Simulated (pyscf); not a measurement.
Structures and frequencies: ωB97X-D3(BJ)/def2-SVP in PySCF.

Problem. •N=NH (SMILES [N]=N) + SiH₄ (SMILES [SiH4]) -> HN=N–SiH₃ (SMILES N=N[SiH3]) + H• (SMILES [H])
Surface: doublet. Broken: H–Si. Formed: N–Si. Give ΔE‡ and ΔE from ωB97M-D3(BJ)/def2-TZVP, relative to the separated reactants.

Solution. ΔE‡ = 2.15 eV, ΔE = +2.00 eV. Zero-point energy shifts the barrier by -0.02 eV. It is a substitution at Si, with an imaginary mode of 709i cm⁻¹. The same reactants have a lower exit, to N≡N + H• + SiH₄ (no saddle counted: cutting one bond, which may have a small barrier of its own, costs -0.09 eV at ωB97M-D3(BJ), against +2.15 eV here). HN=N–SiH₃ lies 3.10 eV over its isomer H₂N–Si:–NH₂ [singlet] (electronic energy, ωB97M-D3(BJ)). One saddle was located; it need not be the lowest between these sides. The angle at the attacked Si is 174°.
